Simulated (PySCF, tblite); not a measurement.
# C4H7F2 radical: geometry, infrared bands and EPR parameters

Aim: predict the infrared bands and EPR parameters of C4H7F2 radical (`CCC[C](F)F`).

The runs use tblite 0.8.0 and PySCF 2.14.0, with density-fitted response routines of our own; the level of theory stands in each step. All values are computed, except where a source is named. Atoms are numbered from 0 throughout.

## Step 1: The molecule as given

13 atoms, charge 0, multiplicity 2; geometry from: force field or distance geometry start.

Bonds of the start (Å): C0–C1 1.51, C1–C2 1.53, C2–C3 1.48, C3–F4 1.34, C3–F5 1.36, C0–H6 1.10, C0–H7 1.09, C0–H8 1.09, C1–H9 1.11, C1–H10 1.09, C2–H11 1.10, C2–H12 1.09.

## Step 2: Optimising the geometry with GFN2-xTB

The job: settings as JSON, then the geometry in Å.

```
{"job": {"kind": "relax", "xc": "GFN2-xTB", "basis": "xTB"}, "charge": 0, "multiplicity": 2}
C     -1.721100     0.218900     0.496700
C     -0.223600     0.358500     0.598300
C      0.499400    -0.400900    -0.512400
C      1.967800    -0.256900    -0.411000
F      2.603000     0.756700    -1.004000
F      2.670000    -1.162100     0.314200
H     -2.217600     0.769900     1.307700
H     -2.031100    -0.822300     0.562700
H     -2.086100     0.628700    -0.449700
H      0.100300    -0.034100     1.586700
H      0.048000     1.415000     0.577600
H      0.167300    -0.012200    -1.487600
H      0.219500    -1.458500    -0.475600
```

The run is started by

```console
$ OMP_NUM_THREADS=1 python probes_run.py task.json out
```

One launch serves the whole session: the jobs run in the order shown.

Standard output:

```text
step      E/eV     max force
  0    -585.63746    1.134
  1    -585.68619    0.703
  2    -585.71027    0.479
  3    -585.73174    0.403
  4    -585.74048    0.409
  5    -585.74864    0.415
  6    -585.75902    0.498
  7    -585.77187    0.693
  8    -585.78384    0.509
  9    -585.79729    0.227
 10    -585.80087    0.196
 11    -585.80665    0.320
 12    -585.81096    0.219
 13    -585.81568    0.177
 14    -585.81940    0.242
 15    -585.82440    0.275
 16    -585.82869    0.189
 17    -585.83259    0.139
 18    -585.83580    0.130
 19    -585.83853    0.175
 20    -585.84060    0.112
 21    -585.84208    0.079
 22    -585.84305    0.081
 23    -585.84370    0.094
 24    -585.84416    0.065
 25    -585.84463    0.080
 26    -585.84528    0.086
 27    -585.84612    0.091
 28    -585.84698    0.083
 29    -585.84760    0.075
 30    -585.84799    0.068
 31    -585.84831    0.055
 32    -585.84866    0.054
 33    -585.84895    0.034
 34    -585.84908    0.024
 35    -585.84912    0.012
 36    -585.84914    0.013
 37    -585.84916    0.011
 38    -585.84916    0.006
```

It took 0.15 s on 1 thread of Arm Neoverse V1, shared host.

Relaxation path: (not every step is listed)

```csv
step,energy from step 0 (eV),largest force (eV/Å)
0,0.0000,1.1336
1,-0.0487,0.7026
2,-0.0728,0.4793
3,-0.0943,0.4034
4,-0.1030,0.4090
5,-0.1112,0.4151
6,-0.1216,0.4982
7,-0.1344,0.6929
8,-0.1464,0.5087
10,-0.1634,0.1957
12,-0.1735,0.2188
14,-0.1819,0.2418
16,-0.1912,0.1893
18,-0.1983,0.1303
20,-0.2031,0.1122
22,-0.2056,0.0810
24,-0.2067,0.0649
26,-0.2078,0.0864
28,-0.2095,0.0832
30,-0.2105,0.0678
32,-0.2112,0.0539
33,-0.2115,0.0344
34,-0.2116,0.0241
35,-0.2117,0.0119
36,-0.2117,0.0127
37,-0.2117,0.0107
38,-0.2117,0.0057
```

Distances of close pairs at the start and the end, largest changes first:

```csv
bond,before (Å),after (Å),change (Å)
C1–H9,1.112,1.091,-0.020
C1–C2,1.527,1.547,+0.020
C0–C1,1.507,1.521,+0.014
C3–F5,1.356,1.343,-0.013
C0–H6,1.099,1.087,-0.012
C2–H11,1.101,1.091,-0.010
C3–F4,1.335,1.343,+0.008
C0–H8,1.094,1.088,-0.006
```

The final coordinates are the input of the step that follows.

## Step 3: Vibrational analysis with GFN2-xTB

The job: settings as JSON, then the geometry in Å.

```
{"job": {"kind": "ir", "xc": "GFN2-xTB", "basis": "xTB"}, "charge": 0, "multiplicity": 2}
C     -1.702017     0.233290     0.511845
C     -0.185975     0.336567     0.579046
C      0.469033    -0.446527    -0.583216
C      1.944709    -0.369699    -0.552894
F      2.524607     0.819038    -0.786397
F      2.592775    -0.978486     0.453795
H     -2.150185     0.787877     1.332860
H     -2.020370    -0.804200     0.584237
H     -2.074327     0.644306    -0.423821
H      0.174002    -0.069124     1.526146
H      0.119803     1.382425     0.517622
H      0.124056    -0.038332    -1.534479
H      0.179502    -1.496648    -0.521065
```

Standard output:

```text
mode    cm-1     km/mol
  1      66.8      0.06
  2      81.4      0.55
  3     151.6      2.05
  4     233.3      0.02
  5     311.4      0.43
  6     340.4      0.01
  7     456.5     12.46
  8     573.7      6.36
  9     779.2      5.03
 10     860.0     17.31
 11     887.1      7.33
 12     924.5      9.04
 13    1040.1     58.22
 14    1074.9     14.83
 15    1095.5     14.90
 16    1175.8    151.31
 17    1232.3     37.22
 18    1248.9     75.09
 19    1265.8     10.98
 20    1287.5    120.78
 21    1329.4      5.30
 22    1412.9      1.23
 23    1441.2      6.79
 24    1484.0      1.02
 25    1496.0      4.94
 26    1499.3      2.38
 27    2984.1      4.75
 28    2991.7      0.13
 29    2998.9     29.63
 30    3000.0     25.02
 31    3037.1     47.95
 32    3037.8     40.62
 33    3041.7     19.00
```

Run time: 0.23 s. Hardware: 1 thread of Arm Neoverse V1, shared host.

The strongest bands and the atoms that carry them (share of the mass-weighted mode):

```csv
cm⁻¹,km/mol,atoms
1040,58.2,"H12 20 %, H11 19 %, C3 15 %"
1176,151.3,"C3 37 %, C2 11 %, C1 11 %"
1232,37.2,"H12 16 %, H11 16 %, C3 13 %"
1249,75.1,"C3 37 %, H12 20 %, H11 20 %"
1288,120.8,"C3 32 %, C2 24 %, H12 13 %, H11 13 %"
2999,29.6,"H11 44 %, H12 22 %, H9 21 %"
3037,48.0,"H8 53 %, H7 35 %"
3038,40.6,"H6 46 %, H7 30 %, H8 14 %"
```

## Step 4: EPR parameters: B3LYP/pcH-1

The job, as its differences from that of step 3:

```diff
@@ -1,2 +1,2 @@
-{"job": {"kind": "ir", "xc": "GFN2-xTB", "basis": "xTB"}, "charge": 0, "multiplicity": 2}
+{"job": {"kind": "epr", "basis": "pcH-1"}, "charge": 0, "multiplicity": 2}
 C     -1.702017     0.233290     0.511845
```

Method: UKS B3LYP, pcH-1 on C F H, non-relativistic, mean-field spin-orbit, GIAO.

Standard output:

```text
UKS, coarse grid
  cycle   1  E = -356.19806306  |g| = 5.18e-01
  cycle   2  E = -356.08721262  |g| = 7.98e-01
  cycle   3  E = -356.29391556  |g| = 6.21e-02
  cycle   4  E = -356.29500886  |g| = 3.44e-02
  cycle   5  E = -356.29552939  |g| = 6.03e-03
  cycle   6  E = -356.29554834  |g| = 2.08e-03
  cycle   7  E = -356.29555038  |g| = 8.70e-04
UKS, final grid
  cycle   1  E = -356.29551275  |g| = 9.82e-04
  cycle   2  E = -356.29551254  |g| = 1.23e-03
  cycle   3  E = -356.29551318  |g| = 7.39e-05
  cycle   4  E = -356.29551318  |g| = 4.43e-05
  cycle   5  E = -356.29551318  |g| = 1.63e-05
E = -356.29551318 Eh   <S^2> = 0.7524 (exact 0.7500)
g shifts (ppm)      1          2          3
  rmc          -249       -249       -249
  gc             12        -16        -12
  oz_so        -207       2512       2818
  total        -444       2248       2557
hyperfine (MHz)  atom isotope    a_iso     a_fc   dipolar eigenvalues
    0   13C       3.42       3.42     -1.11     -1.07      2.18
    1   13C      43.83      43.83     -6.24     -6.06     12.30
    2   13C      17.86      17.86     -4.76     -4.57      9.34
    3   13C     357.82     357.82    -82.05    -81.65    163.70
    4   19F     231.30     231.30   -224.83   -198.55    423.39
    5   19F     231.34     231.34   -225.00   -198.71    423.71
    6    1H       7.82       7.82     -1.29     -0.50      1.78
    7    1H       0.15       0.15     -1.49     -0.84      2.33
    8    1H       0.15       0.15     -1.49     -0.84      2.33
    9    1H      -4.31      -4.31     -4.61     -1.14      5.75
   10    1H      -4.31      -4.31     -4.61     -1.13      5.75
   11    1H      14.61      14.61     -6.88     -5.31     12.19
   12    1H      14.18      14.18     -6.87     -5.30     12.17
```

It took 32 s on 1 thread of Arm Neoverse V1, shared host; peak memory 0.87 GiB.

Principal g values 2.00188, 2.00457, 2.00488; g(iso) = 2.00377, against 2.00232 for a free electron.

Mean a(iso) over the nuclei that a row names, and the largest dipolar term of the row (other rows stand at the frozen geometry):

```csv
nuclei,isotope,a(iso) (MHz),"a(iso) (G, at g = 2.0023)",largest dipolar term (MHz)
C3,13C,357.8,127.7,163.7
"F4, F5",19F,231.3,82.5,423.7
C1,13C,43.8,15.6,12.3
C2,13C,17.9,6.4,9.3
"H11, H12",1H,14.4,5.1,12.2
"H9, H10",1H,-4.3,-1.5,5.7
C0,13C,3.4,1.2,2.2
"H6, H7, H8",1H,2.7,1.0,2.3
```

Mulliken spin populations:

C0 0.00; C1 0.06; C2 -0.04; C3 0.86; F4 0.06; F5 0.06; H6 0.00; H7 0.00; H8 0.00; H9 0.00; H10 0.00; H11 0.00; H12 0.00

In first order the couplings over 0.8 MHz of 19F, 1H give 108 distinct lines over 181.3 G, if the averaged nuclei exchange fast.

Orbitals, density, ELF and potential are computed afterwards from the orbital file.

ELF in a plane through or near 5 of the atoms.

Ten even steps from ' ' (0.00) to '@' (1.00):
```
                                                        
                                                        
                                                        
                                                        
                                        ....            
                        ..::::....    --%%@@**..        
                        ::++**==::  --%%@@@@@@++        
                        --++++====--##@@@@@@@@##..      
            ....::::....----....****##@@@@@@@@**..      
            ::----++**==****::--@@**--++@@%%**::        
          ..++::%%::@@++**@@%%**##--##..++--..          
        ..++%%@@++##%%++++++++..::++****==::            
      ..--##@@@@%%##**..::==--    ==****--..            
      --**@@@@@@##----****++--    ..--::..              
        --##%%##::  ..====--::                          
          ..::..      ......                            
                                                        
                                                        
                                                        
                                                        
```
The map spans 10.3 Å across and 7.7 Å up, centred on the molecule. Atoms in the plane (x, y in Å): C0 (1.8, 0.0), C1 (0.3, 0.5), C2 (-0.7, -0.6), C3 (-2.1, -0.2), H6 (2.5, 0.8).

On the surface of density 0.002 e/bohr³ the electrostatic potential runs, from the 1st to the 99th percentile, from -0.81 V near F5 to 0.99 V near H12.

The spin density lies nearest to C3 70 %; F4, F5 about 10 % each.

## Step 5: Results

```
                                 quantity                  value
strongest single infrared mode (GFN2-xTB)  1176 cm⁻¹, 151 km/mol
             zero-point energy (GFN2-xTB)          64.1 kcal/mol
                           g(iso) (B3LYP)                2.00377
                                     ⟨S²⟩     0.752 (exact 0.75)
       largest a(iso) (averaged by class)   13C on C3, 357.8 MHz
    surface potential, 1st and 99th percentile     -0.81 V and 0.99 V
```

In words: Relaxing lowered the energy by 0.212 eV in 38 steps; the close pair that moved most is C1–H9, from 1.112 to 1.091 Å. All 33 modes are real, so the xTB geometry is a minimum. The strongest single mode, at 1176 cm⁻¹, has its largest shares on C3, C2 and C1 (the list is cut at 3 atoms). Unscaled tight-binding wavenumbers are off by several per cent, some by more. Its intensities can rank the bands wrongly. Most of the unpaired spin sits on C3 (0.86 e). The isotropic g lies 1.5 ppt above the free-electron value.
